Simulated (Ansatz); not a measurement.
2H MoTe2 was calculated with r²SCAN in Ansatz (PAW).

Numerical settings: plane-wave cutoff 500 eV, 12×12×4 k mesh (along the axes of the cell as run), gaussian smearing 0.02 eV, scalar-relativistic PAW data made under PBE.

Computed at the level's own relaxed cell.

Question: What does this level give for the equilibrium volume per atom, lattice parameter a and c axis length?

Answer: 
* **equilibrium volume per atom**: 27.01 Å³/atom
* **lattice parameter a**: 3.564 Å
* **c axis length**: 14.736 Å

Measured, for comparison: lattice constant a 3.518 Å, lattice parameter c 13.974 Å (300 K, not corrected to a static lattice; as tabulated in arXiv:1605.07067). Computed (rounded) less measured: lattice constant a +1.3 %, lattice parameter c +5.5 %.

Note: the cell comes from a level without a dispersion term, which matters for the spacing of layers, chains or molecules; the cell has widely spaced layers and the level no dispersion term, so their spacing and the moduli can rest on weak binding.

Spin–orbit coupling is not included.

Computed values are for the static lattice.

Ansatz is an electronic-structure program.
